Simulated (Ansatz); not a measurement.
# What C2F4 (tetrafluoroethylene) costs in Ansatz

The species is C2F4 (6 atoms), meant as a singlet with charge 0. As SMILES, `FC(F)=C(F)F`. The coordinates come from a PBE0-D4/def2-TZVP relaxation.

```xyz
6

F     1.1692   -1.1345   -0.7080
C     0.2025   -0.6402    0.0257
F    -0.3375   -1.5206    0.8323
C    -0.1884    0.6188   -0.0411
F     0.3515    1.4993   -0.8476
F    -1.1552    1.1131    0.6926
```

Program: Ansatz 0.2.0. Hardware: 1 thread of Arm Neoverse V1, shared host, so times are rough. Ansatz fits the integrals of SCF and DFT runs by default. Its times include its search for lower SCF states.

Question: Estimate their order by wall time, quickest first.
A. energy at HF/cc-pVTZ
B. energy at HF/cc-pVDZ
C. gradient at CCSD(T)/cc-pVDZ, 6 core orbitals frozen
D. energy at RPA@PBE/x2c-TZVPPall (sfX2C), 6 core orbitals frozen

Answer: B (0.64 s), A (1.6 s), D (9.6 s), C (50 s).
